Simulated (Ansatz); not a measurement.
Born–Oppenheimer molecular dynamics of C4H5N + FH (12 atoms, charge 0, multiplicity 1). It starts from a relaxed structure.

Theory: Ansatz 0.2.0, RKS LDA/STO-3G.

| Property | Result |
| --- | --- |
| ensemble | NVE (velocity Verlet) |
| time step | 0.5 fs |
| steps asked | 400 |
| starting velocities drawn for | 300 K |
| masses | H 10 u |
| seed | 983397 |

First frame:

```xyz
12
Properties=species:S:1:pos:R:3
F 0.218 -1.438 -2.455
H 0.254 -0.731 -1.742
C 0.459 0.754 -0.535
C -0.932 0.767 -0.189
C -1.092 0.016 0.963
N 0.176 -0.441 1.342
C 1.132 0.017 0.435
H 0.930 1.313 -1.350
H -1.732 1.270 -0.741
H -1.980 -0.242 1.549
H 0.374 -1.053 2.167
H 2.192 -0.231 0.556
```

**Question.** How far do the bonds stretch over the last three quarters of this one trajectory? (Pairs bonded in most of those frames.)

**Answer.** 
```csv
bond,mean (Å),spread (Å),shortest,longest
F1–H2,1.005,0.026,0.97,1.04
C3–C4,1.434,0.017,1.38,1.47
C3–C7,1.391,0.015,1.35,1.42
C3–H8,1.095,0.016,1.06,1.13
C4–C5,1.386,0.021,1.34,1.44
C4–H9,1.095,0.019,1.05,1.13
C5–N6,1.401,0.014,1.37,1.43
C5–H10,1.096,0.020,1.05,1.12
N6–C7,1.397,0.016,1.36,1.44
N6–H11,1.046,0.013,1.02,1.08
C7–H12,1.097,0.025,1.05,1.17
```

Mean temperature of the second half: 144 K. The conserved energy stayed within 0.064 meV per atom of its start (net change 0.023 meV per atom), so the integration is sound. The temperature averaged 0.48 of the 300 K drawn at the start: a run that starts near a minimum puts about half its kinetic energy into the potential. A run of 0.2 ps of so small a system gives no equilibrium averages. Limits of this set-up: minimal basis.

Run time: 11 min on 1 thread of Arm Neoverse V1, with other jobs on the host, peak memory 0.091 GiB.
